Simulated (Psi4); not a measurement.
# BNH3F (SMILES NBF): a chain of runs

Aim: a structure relaxation (singlet BNH3F, r2SCAN/STO-3G), then a single-point energy (doublet BNH3F+, U-r2SCAN/STO-3G), then a geometry optimisation (doublet BNH3F+, U-r2SCAN/STO-3G), then a single-point energy (singlet BNH3F, r2SCAN/STO-3G) of BFH3N. 

Program for the calculation: Psi4 1.11.

## (1) The structure to begin with

BNH3F has 6 atoms, charge 0, and is taken as a singlet. SMILES: `NBF`. All atoms were displaced at random from a relaxed shape. The run starts from this shape.

Bond lengths: N1–B2 1.405 Å, B2–F3 1.367 Å, N1–H4 0.951 Å, N1–H5 0.984 Å, B2–H6 1.153 Å. Angles: N1–B2–F3 114.0°, N1–B2–H6 128.1°, F3–B2–H6 117.9°, B2–N1–H4 116.1°, B2–N1–H5 127.6°, H4–N1–H5 116.3°.

## (2) A structure relaxation at r2SCAN/STO-3G (density fitting) (run 1)

Contents of bfh3n.in:

```
memory 1.6 GB

molecule {
  0 1
  N     -0.83432164     0.25451020    -1.13585201
  B      0.86320233    -0.33024287     0.82135812
  F      0.78878113     1.32226972     2.80573874
  H     -0.83438211    -0.86352358    -2.54208793
  H     -2.02287623     1.68328110    -1.21827809
  H      2.19912909    -2.04491799     0.97349241
  units au
}

set {
  basis STO-3G
}

optimize("r2scan")
print_variables()
```

The run is started by

```
psi4 -i bfh3n.in -o bfh3n.out -n 1
```

bfh3n.out:

```text
[...]
  Running in c1 symmetry.
[...]
  Nuclear repulsion =   65.266278426670070
[...]
  Multiplicity = 1
[...]
  Nalpha       = 12
  Nbeta        = 12
[...]
    Number of basis functions: 18
[...]
   @DF-RKS iter   1:  -178.74794907577817   -1.10021e+00   9.77632e-03 DIIS/ADIIS
[...]
   @DF-RKS iter   5:  -178.78466385389197   -9.37916e-12   8.31596e-09 DIIS
[...]
    Orbital Energies [Eh]
    ---------------------
    Doubly Occupied:
       1A    -24.181631     2A    -13.950914     3A     -6.427206
       4A     -1.056032     5A     -0.767138     6A     -0.422483
       7A     -0.414206     8A     -0.323333     9A     -0.275791
      10A     -0.250489    11A     -0.159703    12A     -0.143474
[...]
  @DF-RKS Final Energy:  -178.78466385389197
   => Energetics <=
    Nuclear Repulsion Energy =             64.9526547393083149
    One-Electron Energy =                -375.9777040156646990
    Two-Electron Energy =                 154.9084646826006519
    DFT Exchange-Correlation Energy =     -22.6680792601362100
    Empirical Dispersion Energy =           0.0000000000000000
    VV10 Nonlocal Energy =                  0.0000000000000000
    Total Energy =                       -178.7846638538919706
[...]
 Multipole Moments:
 ------------------------------------------------------------------------------------
     Multipole            Electronic (a.u.)      Nuclear  (a.u.)        Total (a.u.)
 ------------------------------------------------------------------------------------
 L = 1.  Multiply by 2.5417464519 to convert [e a0] to [Debye]
 Dipole X            :          0.8732061           -1.3259655           -0.4527594
 Dipole Y            :          1.5664189           -1.4083791            0.1580398
 Dipole Z            :          3.3516075           -3.8859954           -0.5343879
 Magnitude           :                                                    0.7180098
[...]
  -Total Gradient:
     Atom            X                  Y                   Z
    ------   -----------------  -----------------  -----------------
       1        0.000072806429     0.000405739660     0.000628070150
       2       -0.000180852629     0.000824662164     0.000777691847
       3       -0.000385855323     0.000917303819     0.000495850251
       4        0.000181113451     0.000335558401     0.000698616069
       5       -0.000095668648     0.000406128088     0.000340634466
       6       -0.000011793882     0.000850125361     0.001016487691
[...]
```

Standard output:

```text
Optimizer: Optimization complete!
```

It took 32 s on 1 thread of AMD EPYC 7R43 (Zen 3), shared host; peak memory 0.38 GiB.

The path in brief:

```csv
step,energy from the first frame kept (eV),largest force (eV/Å)
0,0.0000,5.5196
1,-0.4431,0.9326
2,-0.4601,0.2247
3,-0.4580,0.3341
4,-0.4617,0.0837
5,-0.4616,0.0681
```

After the run. Bond lengths: N1–B2 1.404 Å, B2–F3 1.323 Å, N1–H4 1.034 Å, N1–H5 1.037 Å, B2–H6 1.178 Å. Angles: N1–B2–F3 119.5°, N1–B2–H6 119.1°, F3–B2–H6 121.4°, B2–N1–H4 123.2°, B2–N1–H5 124.1°, H4–N1–H5 112.6°.

## (3) The doublet cation: the energy at U-r2SCAN/STO-3G (density fitting) (run 2)

Contents of bfh3n.py:

```python
import psi4

psi4.set_memory('1600 MB')
psi4.set_num_threads(1)
psi4.core.set_output_file('run.log', False)

m = psi4.geometry("""
1 2
N     -0.427819     0.104989    -0.621034
B      0.429579    -0.133413     0.465364
F      0.426699     0.698980     1.493240
H     -0.472171    -0.507381    -1.452965
H     -1.082146     0.907612    -0.680658
H      1.137929    -1.073780     0.440346
""")

options = {'reference': 'uks'}
psi4.set_options(options)

E = psi4.energy('r2scan/STO-3G', molecule=m)
print('E =', round(E, 9))
for k, v in sorted(psi4.core.scalar_variables().items()):
    print(f'{k:45s} {v:18.10f}')
```

The run is started by

```
python bfh3n.py
```

run.log:

```text
[...]
  Running in c1 symmetry.
[...]
  Nuclear repulsion =   64.952654207221372
[...]
  Multiplicity = 2
[...]
  Nalpha       = 12
  Nbeta        = 11
[...]
    Number of basis functions: 18
[...]
   @DF-UKS iter   1:  -178.43804230900432   -8.36364e-01   1.03987e-02 ADIIS/DIIS
[...]
   @DF-UKS iter  10:  -178.46980714457268   -7.15937e-09   6.69546e-07 DIIS
[...]
   @S^2 Observed:                7.646509290E-01
[...]
    Orbital Energies [Eh]
    ---------------------
    Alpha Occupied:
       1A    -24.620505     2A    -14.449513     3A     -6.807438
       4A     -1.429154     5A     -1.195609     6A     -0.808304
       7A     -0.802403     8A     -0.670999     9A     -0.656280
      10A     -0.608856    11A     -0.591578    12A     -0.507661
    Alpha Virtual:
      13A     -0.192757    14A     -0.041576    15A     -0.005364
      16A      0.119052    17A      0.232649    18A      0.291717
    Beta Occupied:
[...]
  @DF-UKS Final Energy:  -178.46980714457268
   => Energetics <=
    Nuclear Repulsion Energy =             64.9526542072213715
    One-Electron Energy =                -366.9466805883005804
    Two-Electron Energy =                 145.6384298830319040
    DFT Exchange-Correlation Energy =     -22.1142106465253825
    Empirical Dispersion Energy =           0.0000000000000000
    VV10 Nonlocal Energy =                  0.0000000000000000
    Total Energy =                       -178.4698071445726839
[...]
 Multipole Moments:
 ------------------------------------------------------------------------------------
     Multipole            Electronic (a.u.)      Nuclear  (a.u.)        Total (a.u.)
 ------------------------------------------------------------------------------------
 L = 1.  Multiply by 2.5417464519 to convert [e a0] to [Debye]
 Dipole X            :          0.4289654           -1.3259666           -0.8970012
 Dipole Y            :          1.2954133           -1.4083804           -0.1129671
 Dipole Z            :          2.2992851           -3.8859957           -1.5867106
 Magnitude           :                                                    1.8262046
[...]
```

On the terminal:

```text
E = -178.469807145
CURRENT ENERGY                                   -178.4698071446
CURRENT REFERENCE ENERGY                         -178.4698071446
DD SOLVATION ENERGY                                 0.0000000000
DFT FUNCTIONAL TOTAL ENERGY                      -178.4698071446
DFT TOTAL ENERGY                                 -178.4698071446
DFT VV10 ENERGY                                     0.0000000000
DFT XC ENERGY                                     -22.1142106465
GRID ELECTRONS ALPHA                               12.0000139477
GRID ELECTRONS BETA                                11.0000098309
GRID ELECTRONS TOTAL                               23.0000237786
NUCLEAR REPULSION ENERGY                           64.9526542072
ONE-ELECTRON ENERGY                              -366.9466805883
PCM POLARIZATION ENERGY                             0.0000000000
PE ENERGY                                           0.0000000000
SCF ITERATION ENERGY                             -178.4698071446
SCF ITERATIONS                                     10.0000000000
SCF TOTAL ENERGY                                 -178.4698071446
TWO-ELECTRON ENERGY                               145.6384298830
XC GRID RADIAL POINTS                              75.0000000000
XC GRID SPHERICAL POINTS                          302.0000000000
XC GRID TOTAL POINTS                           128991.0000000000
```

It took 12 s on 1 thread of AMD EPYC 7R43 (Zen 3), shared host; peak memory 0.35 GiB.

## (4) The doublet cation: a geometry optimisation at U-r2SCAN/STO-3G (density fitting) (run 3)

Contents of input.inp:

```
memory 1600 MB

molecule m {
  1 2
  N
  B 1 R2
  F 2 R3 1 A3
  H 1 R4 2 A4 3 D4
  H 1 R5 4 A5 2 D5
  H 2 R6 3 A6 1 D6

  R2 = 1.40436
  R3 = 1.322655
  A3 = 119.539
  R4 = 1.03396
  A4 = 123.2356
  D4 = 179.97548
  R5 = 1.037257
  A5 = 112.64216
  D5 = 179.96622
  R6 = 1.177572
  A6 = 121.35807
  D6 = 179.98946
  units angstrom
  symmetry c1
}

set reference uks

opt("r2scan/STO-3G")
print_variables()
```

The run is started by

```
psi4 -i input.inp -o input.out -n 1
```

input.out:

```text
[...]
  Running in c1 symmetry.
[...]
  Nuclear repulsion =   64.952652005282175
[...]
  Multiplicity = 2
[...]
  Nalpha       = 12
  Nbeta        = 11
[...]
    Number of basis functions: 18
[...]
   @DF-UKS iter   1:  -178.43804226712317   -8.36364e-01   1.03987e-02 ADIIS/DIIS
[...]
   @DF-UKS iter   7:  -178.48605940089368   -1.16529e-12   9.13482e-09 DIIS
[...]
   @S^2 Observed:                7.574895157E-01
[...]
  @DF-UKS Final Energy:  -178.48605940089368
   => Energetics <=
    Nuclear Repulsion Energy =             62.8542548907185505
    One-Electron Energy =                -363.2213863557759623
    Two-Electron Energy =                 143.9586695239798928
    DFT Exchange-Correlation Energy =     -22.0775974598161540
    Empirical Dispersion Energy =           0.0000000000000000
    VV10 Nonlocal Energy =                  0.0000000000000000
    Total Energy =                       -178.4860594008936800
[...]
 Multipole Moments:
 ------------------------------------------------------------------------------------
     Multipole            Electronic (a.u.)      Nuclear  (a.u.)        Total (a.u.)
 ------------------------------------------------------------------------------------
 L = 1.  Multiply by 2.5417464519 to convert [e a0] to [Debye]
 Dipole X            :          0.0010751           -0.0008007            0.0002744
 Dipole Y            :         -1.9013835            2.5478359            0.6464524
 Dipole Z            :          2.0037588           -3.7712161           -1.7674572
 Magnitude           :                                                    1.8819686
[...]
  -Total Gradient:
     Atom            X                  Y                   Z
    ------   -----------------  -----------------  -----------------
       1       -0.000026599572    -0.000453284487    -0.000016439678
       2        0.000074567386    -0.000956590347    -0.000003671150
       3       -0.000025722455    -0.001178011019    -0.000395101461
       4        0.000003378937    -0.000285212814     0.000263714255
       5        0.000003610427    -0.000285484308    -0.000300153091
       6       -0.000027893333    -0.001158149380     0.000329436011
[...]
```

On the terminal:

```text
Optimizer: Optimization complete!
```

Run time: 72 s. Hardware: 1 thread of AMD EPYC 7R43 (Zen 3), shared host; peak memory 0.37 GiB.

The path in brief:

```csv
step,energy from the first frame kept (eV),largest force (eV/Å)
0,0.0000,5.0757
1,-0.3561,2.3546
2,-0.4253,0.9184
3,-0.4401,0.2199
4,-0.4419,0.0886
5,-0.4422,0.0626
6,-0.4422,0.0649
7,-0.4422,0.0639
```

After the run. Bond lengths: N1–B2 1.586 Å, B2–F3 1.290 Å, N1–H4 1.070 Å, N1–H5 1.072 Å, B2–H6 1.176 Å. Angles: N1–B2–F3 113.8°, N1–B2–H6 116.0°, F3–B2–H6 130.1°, B2–N1–H4 121.9°, B2–N1–H5 125.2°, H4–N1–H5 113.0°.

## (5) A single-point energy at r2SCAN/STO-3G (density fitting) (run 4)

Contents of bfh3n.sdf:

```

     RDKit          3D

  6  5  0  0  0  0  0  0  0  0999 V2000
   -0.4637    0.1072   -0.6761 N   0  0  0  0  0  0  0  0  0  0  0  0
    0.5044   -0.1620    0.5506 B   0  0  0  0  0  0  0  0  0  0  0  0
    0.4115    0.7167    1.4908 F   0  0  0  0  0  0  0  0  0  0  0  0
   -0.4917   -0.5413   -1.5263 H   0  0  0  0  0  0  0  0  0  0  0  0
   -1.1464    0.9302   -0.7551 H   0  0  0  0  0  0  0  0  0  0  0  0
    1.1886   -1.1154    0.4688 H   0  0  0  0  0  0  0  0  0  0  0  0
  2  1  1  0
  3  2  1  0
  4  1  1  0
  5  1  1  0
  6  2  1  0
M  END
$$$$
```

Contents of run.py:

```python
import psi4
from rdkit import Chem

psi4.set_memory('1600 MB')
psi4.set_num_threads(1)
psi4.core.set_output_file('psi4.out', False)

rd = Chem.SDMolSupplier('bfh3n.sdf', removeHs=False, sanitize=False)[0]
xyz = rd.GetConformer().GetPositions()
atoms = '\n'.join(f'{a.GetSymbol()} {x:.4f} {y:.4f} {z:.4f}' for a, (x, y, z) in zip(rd.GetAtoms(), xyz))
m = psi4.geometry('0 1\n' + atoms + '')

psi4.set_options({
    'basis': 'STO-3G',
})

e, wfn = psi4.energy('r2scan', return_wfn=True)
print('E =', round(e, 9))
```

The run is started by

```
python run.py
```

psi4.out:

```text
[...]
  Running in c1 symmetry.
[...]
  Nuclear repulsion =   62.854070187093079
[...]
  Multiplicity = 1
[...]
  Nalpha       = 12
  Nbeta        = 12
[...]
    Number of basis functions: 18
[...]
   @DF-RKS iter   1:  -178.72317153917911   -1.26099e+00   1.27704e-02 DIIS/ADIIS
[...]
   @DF-RKS iter   8:  -178.75977226547727   -4.75779e-10   9.87072e-08 DIIS
[...]
    Orbital Energies [Eh]
    ---------------------
    Doubly Occupied:
       1A    -24.225284     2A    -13.914070     3A     -6.446164
       4A     -1.092971     5A     -0.716266     6A     -0.402893
       7A     -0.377478     8A     -0.319141     9A     -0.301427
      10A     -0.273148    11A     -0.182434    12A     -0.106560
[...]
  @DF-RKS Final Energy:  -178.75977226547727
   => Energetics <=
    Nuclear Repulsion Energy =             62.8540701870930789
    One-Electron Energy =                -371.8062279835864956
    Two-Electron Energy =                 152.7849043976003713
    DFT Exchange-Correlation Energy =     -22.5925188665842427
    Empirical Dispersion Energy =           0.0000000000000000
    VV10 Nonlocal Energy =                  0.0000000000000000
    Total Energy =                       -178.7597722654772667
[...]
 Multipole Moments:
 ------------------------------------------------------------------------------------
     Multipole            Electronic (a.u.)      Nuclear  (a.u.)        Total (a.u.)
 ------------------------------------------------------------------------------------
 L = 1.  Multiply by 2.5417464519 to convert [e a0] to [Debye]
 Dipole X            :          1.1475983           -1.4139029           -0.2663046
 Dipole Y            :          1.5697782           -1.4474716            0.1223066
 Dipole Z            :          3.7997885           -4.0766947           -0.2769061
 Magnitude           :                                                    0.4031799
[...]
```

The script printed:

```text
E = -178.759772265
```

Run time: 9.6 s. Hardware: 1 thread of AMD EPYC 7R43 (Zen 3), shared host; peak memory 0.39 GiB.

## (6) Summary of results

| quantity | value |
| --- | --- |
| run 1, r2SCAN/STO-3G: total energy at the end | -178.78466 Eh |
| run 1, r2SCAN/STO-3G: dipole moment | 1.83 D |
| run 1, r2SCAN/STO-3G: HOMO energy | -3.90 eV |
| run 1, r2SCAN/STO-3G: LUMO energy | 4.28 eV |
| run 1, r2SCAN/STO-3G: HOMO–LUMO gap | 8.19 eV |
| doublet cation, run 2: total energy | -178.46981 Eh |
| doublet cation, run 2: HOMO energy (highest over α and β) | -13.57 eV |
| doublet cation, run 2: LUMO energy (lowest over α and β) | -12.94 eV |
| doublet cation, run 2: ⟨S²⟩ | 0.765 |
| doublet cation, run 3: total energy at the end | -178.48606 Eh |
| doublet cation, run 3: HOMO energy (highest over α and β) | -13.58 eV |
| doublet cation, run 3: LUMO energy (lowest over α and β) | -11.64 eV |
| doublet cation, run 3: ⟨S²⟩ | 0.757 |
| run 4, r2SCAN/STO-3G: total energy | -178.75977 Eh |
| run 4, r2SCAN/STO-3G: dipole moment | 1.02 D |
| run 4, r2SCAN/STO-3G: HOMO energy | -2.90 eV |
| run 4, r2SCAN/STO-3G: LUMO energy | 3.49 eV |
| run 4, r2SCAN/STO-3G: HOMO–LUMO gap | 6.39 eV |
| adiabatic ionisation energy (to the doublet cation, no zero-point term) | 8.125 eV |

What this shows: The adiabatic ionisation energy (to the doublet cation, no zero-point term) is 8.13 eV (784 kJ/mol). In a minimal basis such a difference can be off by several eV, whatever the method. The optimisation (run 1, r2SCAN/STO-3G) took 6 steps and changed the energy by -0.462 eV. The optimisation (doublet cation, run 3) took 8 steps and changed the energy by -0.442 eV.
